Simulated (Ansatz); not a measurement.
## BAs⁺, quartet: the ladder up to full CI

Geometry: a point of a stretch scan, not a stationary point.

```yaml
atoms:
  - { symbol: B, position_ang: [0.0000, 0.0000, 0.0000] }
  - { symbol: As, position_ang: [0.0000, 0.0000, 1.7300] }
```

Basis cc-pVDZ; Ansatz 0.2.0. Only valence electrons are correlated (noble-gas cores and the filled d shells of p-block atoms frozen), which leaves 7 electrons in 26 orbitals. R marks a restricted (for open shells ROHF) determinant, U an unrestricted one. Active spaces: pair = (5e, 5o) about the gap; valence = (7e, 8o) chosen from the atoms' valence shells. No spin–orbit coupling is included, and no scalar relativity.

Full CI is exact within this basis and frozen core; it isn't the basis-set limit. The frozen core follows each run's orbitals, which can shift R against U totals by a few meV for light atoms and by up to 0.1 eV past Ca.

For open shells CISD is restricted-active-space CI with the open shells as a complete middle space.

The UHF ⟨S²⟩ is 3.756. The T1 diagnostic (RCCSD) is 0.0288. The largest doubles amplitude (RCCSD) is 0.072.

| level | E − E(full CI) (meV) | share of correlation (%) | wall time |
| --- | --- | --- | --- |
| RHF | 3547 | 0.00 | – |
| RMP2 | 859 | 75.79 | – |
| CISD | 260 | 92.67 | 1.3 s |
| RCCSD | 173 | 95.12 | – |
| RCCSD(T) | 43 | 98.79 | 2 s |
| BCCD(T) | 44 | 98.75 | 1.3 s |
| RCCSDT | 8 | 99.77 | – |
| RCCSDT(Q) | 1 | 99.96 | 4.5 s |
| CASSCF (pair space) | 3251 | 8.34 | – |
| NEVPT2 (pair space) | 898 | 74.69 | 1.3 s |
| MRCISD (pair space) | 292 | 91.77 | – |
| MRCISD+Q (pair space) | 54 | 98.47 | 1.7 s |
| CASSCF (valence space) | 2050 | 42.21 | – |
| NEVPT2 (valence space) | 469 | 86.78 | 2.4 s |
| MRCISD (valence space) | 96 | 97.29 | – |
| MRCISD+Q (valence space) | 8 | 99.78 | 3.1 s |

The correlation energy at full CI, counted from RHF, is -3.547 eV. That run took 2.5 min on 1 thread of Arm Neoverse V1, shared host over 5,352,180 determinants.

Run but not shown, since their state, orbitals or frozen core can't be matched to the reference's or they repeat it: UHF, UMP2, UCCSD, UCCSD(T), UCCSDT, UCCSDT(Q).

Times hold each run's SCF and search for its determinant on a shared host, so for small cases they say little of a method's own cost; they ran on 1 thread of Arm Neoverse V1. Some runs computed forces too.

The full-CI state has the irrep A2 of C2v, in the program's axes (one component, if the state is degenerate).

Natural occupations of full CI about the gap: 1.959 1.912 0.990 0.981 0.981 0.045 0.045 0.026 0.008 0.008; effectively unpaired electrons, Σ n²(2−n)², 3.05.
